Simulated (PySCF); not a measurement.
A species of formula C4H7P has this rotational fingerprint, computed with wB97X-D/def2-SVPD in PySCF (dipole) on a GFN2-xTB geometry, gas phase:

```
Rotational constants : A = 5758, B = 3066, C = 2428 MHz
Dipole components    : |μa| = 0.46 D, |μb| = 0.00 D, |μc| = 1.30 D
Inertial defect      : -44.43 u·Å²
κ                    : -0.62
```

Question: Which candidate fits, each taken in the one conformer that was computed?
A. `CC(C)C#P`
B. `C#CP(C)C`

Answer: B. It is C#CP(C)C, an asymmetric top, point group Cs. The candidates at the same level (rigid rotor, commonest isotopes):

```
  SMILES  A (MHz)  B (MHz)  C (MHz)  μa (D)  μb (D)  μc (D)  Δ (u·Å²)  point group           rotor
C#CP(C)C     5758     3066     2428    0.46    0.00    1.30    -44.43           Cs  asymmetric top
CC(C)C#P     7956     2214     1849    1.69    0.00    0.20    -18.45           Cs  asymmetric top
```

`CC(C)C#P` has A 38 % too high. In the right answer the mirror of this Cs structure is the ac plane, so μb vanishes by symmetry. No structure here is proved a minimum.
